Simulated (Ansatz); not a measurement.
Input file:

```yaml
crystal:
  periodic: [false, false, false]
  atoms:
    - {symbol: C, position_ang: [0.078136, 0.574889, 0.000000]}
    - {symbol: C, position_ang: [1.564211, 0.767388, 0.000000]}
    - {symbol: Cl, position_ang: [-0.374150, -1.166988, 0.000000]}
    - {symbol: O, position_ang: [-0.767403, 1.425951, 0.000000]}
    - {symbol: H, position_ang: [1.779163, 1.835804, 0.000000]}
    - {symbol: H, position_ang: [1.995983, 0.291078, 0.882679]}
    - {symbol: H, position_ang: [1.995983, 0.291078, -0.882679]}
basis:
  gaussian: {orbitals: "6-31G*"}
correlation: {method: fic_mrcisd_q, electrons: outside_noble_gas, active_space: {window: {electrons: 8, orbitals: 8}}}
```

```sh
$ ansatz run in.yaml --threads 2 --pin off --events-out ev --progress --plain --max-ram 24576MiB --backend cuda --devices 0, --max-vram 18GiB
```

The program prints:

```
680 factors; integrals over basis functions are off by at most 7.8e-4 eV
mean field evaluation 1: about -16645.3359 eV, gradient 3.9e1 eV
mean field evaluation 2: about -16645.3417 eV, gradient 3.9e1 eV
mean field evaluation 4: about -16648.6363 eV, gradient 3.6e0 eV
mean field evaluation 8: about -16648.7071 eV, gradient 2.2e-1 eV
mean field -16648.70744847 eV, -611.8287138319 hartree, gradient 2.4e-6 eV, S^2 0.000000; 0 other end points of the search recorded, 0 dependent functions left out
reference -16648.70744847 eV, -611.8287138319 hartree; 20, 20 occupied and 50, 50 virtual orbitals, 680 factors
state -16652.57239748 eV, -611.9707480884 hartree
contracted CI cycle   1: correlation 0.00000000 eV, 0.0000000000 hartree, residual 3.32e1 eV
contracted CI cycle   2: correlation -10.83926826 eV, -0.3983357613 hartree, residual 5.09e0 eV
contracted CI cycle   3: correlation -11.12809108 eV, -0.4089498042 hartree, residual 1.31e0 eV
contracted CI cycle   4: correlation -11.14940045 eV, -0.4097329091 hartree, residual 4.37e-1 eV
contracted CI cycle   5: correlation -11.15196103 eV, -0.4098270087 hartree, residual 1.66e-1 eV
contracted CI cycle   6: correlation -11.15229177 eV, -0.4098391633 hartree, residual 5.84e-2 eV
contracted CI cycle   7: correlation -11.15233250 eV, -0.4098406599 hartree, residual 1.99e-2 eV
contracted CI cycle   8: correlation -11.15233726 eV, -0.4098408349 hartree, residual 6.96e-3 eV
contracted CI cycle   9: correlation -11.15233783 eV, -0.4098408561 hartree, residual 2.46e-3 eV
contracted CI cycle  10: correlation -11.15233791 eV, -0.4098408588 hartree, residual 8.97e-4 eV
state -16652.57239748 eV, -611.9707480884 hartree; corrected -16665.18034304 eV, -612.4340815416 hartree
state -16652.26519590 eV, -611.9594586388 hartree
contracted CI cycle   1: correlation 0.00000000 eV, 0.0000000000 hartree, residual 3.41e1 eV
contracted CI cycle   2: correlation -11.14505871 eV, -0.4095733532 hartree, residual 5.19e0 eV
contracted CI cycle   3: correlation -11.43413220 eV, -0.4201966081 hartree, residual 1.23e0 eV
contracted CI cycle   4: correlation -11.45123173 eV, -0.4208250041 hartree, residual 3.68e-1 eV
contracted CI cycle   5: correlation -11.45287885 eV, -0.4208855346 hartree, residual 1.27e-1 eV
contracted CI cycle   6: correlation -11.45306954 eV, -0.4208925426 hartree, residual 4.21e-2 eV
contracted CI cycle   7: correlation -11.45309126 eV, -0.4208933406 hartree, residual 1.40e-2 eV
contracted CI cycle   8: correlation -11.45309361 eV, -0.4208934270 hartree, residual 4.54e-3 eV
contracted CI cycle   9: correlation -11.45309386 eV, -0.4208934361 hartree, residual 1.50e-3 eV
state -16652.26519590 eV, -611.9594586388 hartree; corrected -16665.20632155 eV, -612.4350362343 hartree
state -16652.26519590 eV, -611.9594586388 hartree; corrected -16665.20632155 eV, -612.4350362343 hartree
WARN: the results are in doubt because another end's mean lies 0.307 eV lower, and its corrected mean 0.026 eV higher
Total energy: -16665.20632155 eV, -612.4350362343 hartree
In doubt: another end's mean lies 0.307 eV lower, and its corrected mean 0.026 eV higher
```

Natural occupations: 1.9784 1.9770 1.9720 1.9446 0.0559 0.0387 0.0221 0.0112.

Ran on 2 threads of AMD EPYC 7R13 with a shared H100 80 GB, shared host: 31 s wall, 0.82 GiB peak host memory.
